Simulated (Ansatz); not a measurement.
Two structures of CH4ClO (charge -1), singlet, reached by relaxing down either side of one saddle point (PBE0-D4/def2-TZVPD). Energies are electronic, without zero-point energy. Ansatz 0.2.0; basis: def2-TZVPPD and def2-QZVPPD; cores frozen in the correlated methods. Extrapolation: Hartree–Fock as exp(−7.88 √X), correlation as X^−2.97. First:

```xyz
7
angstrom
Cl -2.2589 -0.7558 0.9185
C -0.6149 -0.2007 0.2528
O 1.6789 0.2190 -0.8386
H -0.6676 -0.2203 -0.8263
H -0.4520 0.8024 0.6231
H 0.1400 -0.8836 0.6155
H 2.1742 1.0389 -0.7451
```

Second:

Cl1  (-2.406, 1.363, -0.426)
C2  (0.551, -0.503, 0.221)
O3  (0.552, 0.667, -0.535)
H4  (-0.090, -1.285, -0.214)
H5  (0.204, -0.339, 1.252)
H6  (1.577, -0.890, 0.265)
H7  (-0.389, 0.987, -0.563)
(Å)

(1) Which bonds change from the first to the second?

(2) Give the saddle point's structure and its height above each. (To be estimated.)

No T1 diagnostic of these runs exceeds 0.019.

Answers

(1) [CH₃Cl ([CH3][Cl]) + OH]⁻ → [CH₄O ([CH3][OH]) + Cl]⁻; bonds formed: C2–O3; bonds broken: Cl1–C2.

(2) Computed: 7.9 kJ/mol above the first and 231.1 kJ/mol above the second (CCSD(T) at an estimated basis limit (MP2 extrapolated from triple and quadruple zeta, plus CCSD(T) − MP2 in triple zeta)).
```xyz
7
angstrom
Cl -2.3012 -0.6129 0.8141
C -0.4351 -0.1876 0.1992
O 1.7321 0.2144 -0.4479
H -0.5634 -0.1822 -0.8682
H -0.2680 0.7623 0.6742
H 0.1216 -1.0160 0.5997
H 1.7138 1.0221 -0.9712
```

Labels in which every atom is bracketed show which atoms are joined, not bond orders.

For scale, one of the runs: CCSD(T)/def2-TZVPPD, 196 basis functions, launched by `ansatz run in.yaml --threads 2 --pin off --events-out ev --progress --plain --max-ram 4352MiB`. Hardware: 2 CPU threads of an Arm Neoverse V2, shared host. Wall time 62 s; peak host memory 2.3 GiB.
